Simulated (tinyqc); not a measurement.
Worked calculation: RHF in the sto-3g basis, for CH3-, spin multiplicity 1. The basis has no diffuse functions, so it cannot describe the extra electron: this is an exercise in the method, not the real anion. One step of it, computed by the program tinyqc.

Problem. Orthogonalisation. S = U s U^T; symmetric (Loewdin) form X = U s^(-1/2) U^T, so that X^T S X = 1.

overlap S:
```
,1C 1s,1C 2s,1C 2px,1C 2py,1C 2pz,2H 1s,3H 1s,4H 1s
1C 1s,1.000000,0.248362,0.000000,0.000000,0.000000,0.055968,0.056054,0.056054
1C 2s,0.248362,1.000000,0.000000,0.000000,0.000000,0.464738,0.465107,0.465107
1C 2px,0.000000,0.000000,1.000000,0.000000,0.000000,0.449237,-0.224668,-0.224668
1C 2py,0.000000,0.000000,0.000000,1.000000,0.000000,0.000000,0.389292,-0.389292
1C 2pz,0.000000,0.000000,0.000000,0.000000,1.000000,-0.041309,-0.041355,-0.041355
2H 1s,0.055968,0.464738,0.449237,0.000000,-0.041309,1.000000,0.127616,0.127616
3H 1s,0.056054,0.465107,-0.224668,0.389292,-0.041355,0.127616,1.000000,0.127674
4H 1s,0.056054,0.465107,-0.224668,-0.389292,-0.041355,0.127616,0.127674,1.000000
```

Give: eigenvalues of S; X.

Solution.

eigenvalues of S: 0.2861  0.3819  0.3823  0.9572  1.0103  1.4901  1.4904  2.0016

X:
```
,1C 1s,1C 2s,1C 2px,1C 2py,1C 2pz,2H 1s,3H 1s,4H 1s
1C 1s,1.0283,-0.1641,0.0000,0.0000,0.0030,0.0251,0.0251,0.0251
1C 2s,-0.1641,1.3831,-0.0002,0.0000,-0.0312,-0.3156,-0.3161,-0.3161
1C 2px,0.0000,-0.0002,1.1723,0.0000,0.0000,-0.3236,0.1619,0.1619
1C 2py,0.0000,0.0000,0.0000,1.1726,0.0000,0.0000,-0.2806,0.2806
1C 2pz,0.0030,-0.0312,0.0000,0.0000,1.0027,0.0275,0.0276,0.0276
2H 1s,0.0251,-0.3156,-0.3236,0.0000,0.0275,1.2357,-0.0284,-0.0284
3H 1s,0.0251,-0.3161,0.1619,-0.2806,0.0276,-0.0284,1.2362,-0.0284
4H 1s,0.0251,-0.3161,0.1619,0.2806,0.0276,-0.0284,-0.0284,1.2362
```
